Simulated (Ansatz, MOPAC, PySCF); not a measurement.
Molecule: NH2, net charge 0, doublet state. SMILES: [NH2]
Geometry: optimised at B3LYP-D3(BJ)/def2-TZVP (Ansatz, a quantum-chemistry and plane-wave program).

Wanted: vertical electron affinity to the singlet, in eV. Set-up: no dispersion term unless named; frozen cores in correlated levels; non-relativistic; each state is the SCF solution reached for its charge and spin; 6-31G* and kin with 6d, 5d where marked; spin-orbit terms left out; UHF or UKS for open shells. CBS(X,Y): correlation extrapolated as X^-3; Hartree-Fock from the larger set. First-principles rows: single points at B3LYP-D3(BJ) geometries (Ansatz). Semi-empirical rows: differences of heats of formation at the shared geometry for vertical values. Anions need diffuse functions, which STO-3G, LANL2DZ, def2-SVP, cc-pVDZ and Pople sets without + lack.

| species | coefficient | E at M06-2X/6-31G* (5d) (PySCF), Eh | E at wB97X-V/def2-TZVPD (Ansatz), Eh | heat of formation at MNDO (MOPAC), kcal/mol |
|---|---|---|---|---|
| charge -1, singlet | -1 | -55.80697 | -55.89680 | 47.66 |
| charge 0, doublet | +1 | -55.83640 | -55.88029 | 37.11 |

Coupled cluster (Ansatz) is a level with limits of its own, used here on species with T1 under 0.025 (0.045 for open shells) and stable references: CCSD(T)/CBS(aug-cc-pVTZ,aug-cc-pVQZ). Value to compare with, CCSD(T)/CBS(aug-cc-pVTZ,aug-cc-pVQZ) (Ansatz): 0.74 eV. 1 Eh = 27.2114 eV and 1 eV = 23.0605 kcal/mol.

Problem. Compute it at each level from the table, and compare with CCSD(T)/CBS(aug-cc-pVTZ,aug-cc-pVQZ) (Ansatz).

Solution. 
- M06-2X/6-31G* (5d): the sum of coefficient times E is -0.02943 Eh, or -0.801 eV. Result: -0.80 eV. Its difference against CCSD(T)/CBS(aug-cc-pVTZ,aug-cc-pVQZ) (Ansatz) is -1.54 eV.
- wB97X-V/def2-TZVPD: the sum of coefficient times E is 0.01651 Eh, or 0.449 eV. Result: 0.45 eV. Its difference against CCSD(T)/CBS(aug-cc-pVTZ,aug-cc-pVQZ) (Ansatz) is -0.29 eV.
- MNDO: the sum of coefficient times heat of formation is -10.55 kcal/mol, or -0.46 eV. Its difference against CCSD(T)/CBS(aug-cc-pVTZ,aug-cc-pVQZ) (Ansatz) is -1.20 eV.
